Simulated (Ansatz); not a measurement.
Ideal-gas functions of `Cl[C]Cl` at 600 K and 1 bar, from an Ansatz frequency run at PBE0-D4/def2-TZVP.

Molar mass 82.92 g/mol, point group C2v (symmetry number 2), electronic degeneracy 1, moments of inertia 9.985, 137.917, 147.902 u Å². Harmonic wavenumbers (cm⁻¹, unscaled): 340, 741, 791.

Use S(trans) = R[1.5 ln M + 2.5 ln T − 1.1517]; rotational temperatures θ = 24.2544 K / I; S(rot) = R[ln(√π/σ · √(T³/θAθBθC)) + 1.5]; for each mode x = 1.438777 ν̃/T, S = R[x/(eˣ − 1) − ln(1 − e⁻ˣ)] and H = RT x/(eˣ − 1); 1 cm⁻¹ = 0.0119627 kJ/mol; R = 8.31446 J/(mol·K).

Q: By hand: the entropy, in J/(mol·K).

A: Translation 178.5. Rotation: θ = 2.4291, 0.1759, 0.164 K, giving 102.3. Vibration, mode by mode: 10.24, 4.55, 4.14, in all 18.9. Electronic 0.0. Sum 299.7 J/(mol·K).

Q: By hand: H − E and G − E in kJ/mol, counted from the electronic energy.

A: Zero-point energy ½ × 1872 × 0.0119627 = 11.2; thermal vibration 6.7; translation, rotation and pV give 4 RT = 20.0. H − E = 37.9 kJ/mol, and G − E = 37.9 − 600 × 299.7/1000 = -141.9 kJ/mol.

Vibration gives 6 % of the entropy.
